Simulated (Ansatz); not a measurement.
Basis sets compared for H₂S₂. The state is a singlet with charge 0. Geometry PBE0-D4/def2-TZVP. Ansatz on 4 threads of Arm Neoverse V1 on a shared host; times are rough, and most runs start from earlier orbitals.

Cartesian coordinates in Å:
```
S 0.295 -0.372 -1.020
S 0.039 1.033 0.445
H 0.860 -1.341 -0.275
H -1.195 0.679 0.850
```

Binding counts from free atoms (S triplet, H doublet) in the same basis, without a counterpoise term.

```json
{"level": "HF/STO-3G", "functions": "20", "energy (Eh)": "-787.4905", "HOMO (eV)": "-7.41", "LUMO (eV)": "9.33", "binding per atom (eV)": "2.02", "wall time": "0.05 s"}
{"level": "PBE-D4/def2-SVP", "functions": "46", "energy (Eh)": "-796.9813", "HOMO (eV)": "-6.06", "LUMO (eV)": "-1.52", "binding per atom (eV)": "2.60", "wall time": "0.25 s"}
{"level": "PBE0-D4/def2-SVP", "functions": "46", "energy (Eh)": "-797.0484", "HOMO (eV)": "-7.39", "LUMO (eV)": "-0.51", "binding per atom (eV)": "2.53", "wall time": "0.3 s"}
```

Problem. Estimate the rows for HF/def2-TZVP, PBE-D4/def2-TZVP, PBE0-D4/def2-TZVP.

Solution. 
| level | functions | energy (Eh) | HOMO (eV) | LUMO (eV) | binding per atom (eV) | wall time |
| --- | --- | --- | --- | --- | --- | --- |
| HF/def2-TZVP | 86 | -796.2491 | -10.38 | 2.87 | 1.67 | 0.25 s |
| PBE-D4/def2-TZVP | 86 | -797.2697 | -6.27 | -1.90 | 2.68 | 0.35 s |
| PBE0-D4/def2-TZVP | 86 | -797.3335 | -7.52 | -0.89 | 2.61 | 0.45 s |
